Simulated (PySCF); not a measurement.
Acetamide, C2H5NO.
SMILES with atom numbers: `[CH3:1][C:2]([NH2:3])=[O:4]` (hydrogens: H5, H6, H7 on C1; H8, H9 on N3)

The same species was optimised twice, with GFN2-xTB and with PBE0-D3(BJ)/def2-SVP (PySCF), and the same property calculations (PySCF, gas phase) were run on both structures.

```json
{"coordinate": "N3–H8 (Å)", "GFN2-xTB": "1.006", "PBE0-D3(BJ)/def2-SVP": "1.012", "change": "+0.006"}
{"coordinate": "N3–H9 (Å)", "GFN2-xTB": "1.004", "PBE0-D3(BJ)/def2-SVP": "1.008", "change": "+0.004"}
{"coordinate": "C2=O4 (Å)", "GFN2-xTB": "1.208", "PBE0-D3(BJ)/def2-SVP": "1.213", "change": "+0.005"}
{"coordinate": "C2–N3 (Å)", "GFN2-xTB": "1.356", "PBE0-D3(BJ)/def2-SVP": "1.360", "change": "+0.004"}
{"coordinate": "C1–C2 (Å)", "GFN2-xTB": "1.514", "PBE0-D3(BJ)/def2-SVP": "1.514", "change": "0.000"}
{"coordinate": "C1–C2–O4 (°)", "GFN2-xTB": "124.3", "PBE0-D3(BJ)/def2-SVP": "122.0", "change": "-2.3"}
{"coordinate": "C1–C2–N3 (°)", "GFN2-xTB": "113.6", "PBE0-D3(BJ)/def2-SVP": "115.5", "change": "+1.9"}
{"coordinate": "C2–N3–H8 (°)", "GFN2-xTB": "119.0", "PBE0-D3(BJ)/def2-SVP": "118.1", "change": "-0.9"}
{"coordinate": "C2–N3–H9 (°)", "GFN2-xTB": "122.2", "PBE0-D3(BJ)/def2-SVP": "122.8", "change": "+0.6"}
{"coordinate": "H8–N3–H9 (°)", "GFN2-xTB": "118.8", "PBE0-D3(BJ)/def2-SVP": "119.1", "change": "+0.3"}
{"coordinate": "N3–C2–O4 (°)", "GFN2-xTB": "122.2", "PBE0-D3(BJ)/def2-SVP": "122.5", "change": "+0.3"}
```

Rotational constants: A = 10901, B = 9433, C = 5222 MHz (GFN2-xTB) against A = 10889, B = 9315, C = 5182 MHz (PBE0-D3(BJ)/def2-SVP). End groups have turned between the structures, so H5, H6, H7 are left out of the comparison.

On the GFN2-xTB structure: HOMO (eV) -7.28 [PBE0/pcSseg-1]; LUMO (eV) 0.95 [PBE0/pcSseg-1]; dipole (D) 3.96 [PBE0/pcSseg-1]; GIAO shielding of C1 (ppm) 163.9 [PBE0/pcSseg-1]; GIAO shielding of C2 (ppm) 17.9 [PBE0/pcSseg-1]; GIAO shielding of N3 (ppm) 154.5 [PBE0/pcSseg-1]; GIAO shielding of O4 (ppm) -105.5 [PBE0/pcSseg-1].

Question: What do these properties become on the PBE0-D3(BJ)/def2-SVP structure?

Answer: 
```
                                    property          level  on GFN2-xTB  on PBE0-D3(BJ)/def2-SVP  change
                                   HOMO (eV)  PBE0/pcSseg-1        -7.28                    -7.27   +0.01
                                   LUMO (eV)  PBE0/pcSseg-1         0.95                     0.93   -0.02
                                  dipole (D)  PBE0/pcSseg-1         3.96                     3.88   -0.08
energy, GFN2-xTB geometry as zero (kcal/mol)  PBE0/pcSseg-1          0.0                     -0.3    -0.3
                  GIAO shielding of C1 (ppm)  PBE0/pcSseg-1        163.9                    162.4    -1.5
                  GIAO shielding of C2 (ppm)  PBE0/pcSseg-1         17.9                     16.6    -1.3
                  GIAO shielding of N3 (ppm)  PBE0/pcSseg-1        154.5                    147.3    -7.2
                  GIAO shielding of O4 (ppm)  PBE0/pcSseg-1       -105.5                    -90.9   +14.6
```

The heavy atoms differ by 0.017 Å rms after alignment. Among the bonds compared C2=O4 and N3–H8 change most and about equally (+0.005 to +0.006 Å). Changes are differences of the printed values. Neither structure is proved a minimum here.

Shape of the structure used: `[CH3:1][C:2]([NH2:3])=[O:4]`: H–N3–C2–C1 180°, H–N3–C2–C1 0°.
